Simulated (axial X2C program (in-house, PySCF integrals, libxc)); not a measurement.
## MgCl⁺: from Re and ωe to a spectrum

A bond curve at the CCSD(T) level, with spin–orbit coupling, was computed with an in-house all-electron X2C program for linear molecules (integrals from PySCF) (basis Cl dyall-av3z [9s8p3d2f], Mg dyall-cv3z [9s8p6d3f] (cores contracted in-house)) for the state Ω = 0 (closed shell). Its fit gives Re = 2.1186 Å, ωe = 555.7 cm⁻¹, ωexe = 2.03 cm⁻¹ and αe = 1.441e-03 cm⁻¹; the masses are 34.9689 and 23.9850 u. Two-component means X2C with spin–orbit coupling and atomic mean-field Coulomb and Gaunt terms.

Correlated methods: 8 electrons correlated (number of frozen shells: Cl 2 s, 1 p; Mg 2 s, 1 p), 242 virtual spin orbitals or spinors in MP2, 90 natural virtuals in coupled cluster.

(1) Find the reduced mass, Be and the force constant.

(2) Where do the fundamental and the first overtone lie?

(3) Estimate De from a Morse curve and compare with the computed well depth of 3.148 eV to Cl + Mg+.

(4) Estimate the centrifugal constant by the Kratzer relation.

(5) A Morse curve ties αe to the other constants (Pekeris). How well does that hold?

One determinant describes the state; a PBE0 search over occupations chose it and may have missed a lower one. Dissociation energies refer to the lowest single-determinant-based atoms at the same level and basis. CCSD and (T) use frozen natural virtuals with an MP2 correction for the truncation; (T) itself is uncorrected, so its De runs slightly low.

## Answers

(1) From the CCSD(T) values: μ = 14.2269 u. Be = 16.8576/(μ Re²) = 0.264 cm⁻¹. k = 5.8918×10⁻⁷ μ ωe² = 2.59 mdyn/Å.

(2) ν(1←0) = ωe − 2ωexe = 551.6 cm⁻¹; ν(2←0) = 2ωe − 6ωexe = 1099.2 cm⁻¹.

(3) De(Morse) = ωe²/(4ωexe) = 4.715 eV against 3.148 eV computed, a ratio of 1.50. The extrapolation overshoots: the well softens faster than a Morse curve, or the lowest atomic limit lies below the one to which the curve heads.

(4) D = 4Be³/ωe² = 2.38e-07 cm⁻¹.

(5) αe(Morse) = 6Be²/ωe × (√(ωexe/Be) − 1) = 1.334e-03 cm⁻¹; the CCSD(T) curve gives 1.441e-03 cm⁻¹, a ratio of 0.93.
